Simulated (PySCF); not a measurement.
NaCl, SMILES [Na][Cl].

Geometry: PBE-D3(BJ)/def2-TZVPD.

Calculation: r2SCAN/def2-TZVPD (PySCF).

Gas-phase values at a fixed geometry.

```
Quantity                                                                                                        Value
---------------------------------------------------------------------------------------------  ----------------------
total energy                                                                                       -622.51675 hartree
point group                                                                                                       C∞v
highest occupied level                                                                                       -5.47 eV
lowest empty level                                                                                           -1.49 eV
orbital gap                                                                                                   3.98 eV
dipole moment                                                                                                  8.92 D
quadrupole, principal values (traceless, Buckingham form, about the centre of nuclear charge)  -4.39, -4.39, 8.78 D·Å
mean static polarisability                                                                       32.3 bohr³ (4.78 Å³)
polarisability, principal values                                                               30.1, 30.1, 36.6 bohr³
```
